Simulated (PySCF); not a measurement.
Compound: H2CO+, CH2O (charge +1 and doublet state).
SMILES with atom numbers: `[CH2:1]=[O+:2]` (hydrogens: H3, H4 on C1)

Level of theory: UKS B3LYP, IGLO-III on C O, pcH-1 on H, non-relativistic, mean-field spin-orbit, GIAO (PySCF). Geometry: PBE0-D3(BJ)/def2-SVP; no solvent, vibrations or thermal averaging.

Principal values of hyperfine tensors in MHz (contact and dipolar terms together), for some of the nuclei:

```csv
atom,isotope,A1,A2,A3,alike by the symmetry of this geometry
H4,1H,368.87,371.21,393.92,H3
O2,17O,-286.22,65.68,91.18,none
```

Problem. Give the isotropic coupling of each nucleus in MHz and in mT (g = 2.0040), and the anisotropic part.

Solution. a_iso is a third of the trace, T = A − a_iso, and a(mT) = a(MHz)/(g × 13.996).

```tsv
atom	a_iso (MHz)	a_iso (mT)	T1	T2	T3
H4	378.00	13.477	-9.13	-6.79	15.92
O2	-43.12	-1.537	-243.10	108.80	134.30
```

Problem. What spin density at the nucleus of O2 lies behind its contact coupling (g_N = -0.75752)?

Solution. a_FC = 800.24 MHz bohr³ × g_N × ρ(0)/(2S). With a_FC = -43.12 MHz and 2S = 1, ρ(0) = 0.07113 bohr⁻³. The nuclear moment is negative, so coupling and spin density have opposite signs.

Problem. C1 (13C, g_N = 1.40482) isn't in the table. Its spin density at the nucleus is -0.08625 bohr⁻³. What is its contact coupling?

Solution. By the same relation, a_FC = -97.0 MHz. Its full tensor has the principal values -118.62, -88.03, -84.24 MHz.

Problem. Which nucleus of the table has the largest anisotropic coupling, and what is its form?

Solution. O2: -243.1, 108.8, 134.3 MHz, rhombic: the two smaller values differ by 10 % of the largest.

Problem. What first-order splitting does H4 cause when the field lies along A1, A2 or A3 of its tensor (g taken as isotropic, no quadrupole term)?

Solution. 2 lines (I = 1/2), spaced by |A_i|/(g × 13.996): 13.15, 13.23, 14.04 mT along the axes of A1, A2 and A3.
